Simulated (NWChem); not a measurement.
# BH2Cl (SMILES BCl) at HCTH/120-D3(BJ)/pc-1 (density fitting with weigend coulomb fitting)

We compute a structure relaxation of BH2Cl. 

The results are computed with NWChem 7.3.0.

2 further runs of the same task are left out: 2 set aside as unsound or not needed.

## (1) The system as given

The species is BH2Cl (4 atoms), meant as a singlet with charge 0. As SMILES, `BCl`. All atoms were displaced at random from a relaxed shape. The run starts from this shape.

Bond lengths: B1–Cl2 1.811 Å, B1–H3 1.211 Å, B1–H4 1.290 Å. Angles: Cl2–B1–H3 121.4°, Cl2–B1–H4 114.0°, H3–B1–H4 124.6°.

## (2) A geometry optimisation at HCTH/120-D3(BJ)/pc-1 (density fitting with weigend coulomb fitting)

Input file geom.nw:

```
start geom
memory 2200 mb

geometry noautosym noautoz
B       -0.139001       0.001447      -0.054741
Cl       1.427934      -0.406730       0.755470
H       -1.163930      -0.580255       0.225309
H       -0.051777       0.957593      -0.915588
end

basis spherical bse
* library pc-1
end

basis "cd basis" spherical
* library "weigend coulomb fitting"
end

dft
xc hcth120
disp vdw 4
grid medium
convergence energy 1e-06
direct
noprint "final vectors analysis"
end

driver
tight
maxiter 60
end

task dft optimize
```

Started as:

```console
$ nwchem geom.nw > geom.out
```

**Question.** What will come out? Wanted: total energy at the end; dipole moment; dispersion energy.

Answer, from the run:

At HCTH/120-D3(BJ)/pc-1 (density fitting with weigend coulomb fitting):

```
               quantity          value
total energy at the end  -486.35120 Eh
          dipole moment         0.62 D
      dispersion energy   -8.05 kJ/mol
```

At the final geometry: Bond lengths: B1–Cl2 1.750 Å, B1–H3 1.201 Å, B1–H4 1.201 Å. Angles: Cl2–B1–H3 118.0°, Cl2–B1–H4 118.0°, H3–B1–H4 124.1°. The optimisation took 9 steps and changed the energy by -0.136 eV.
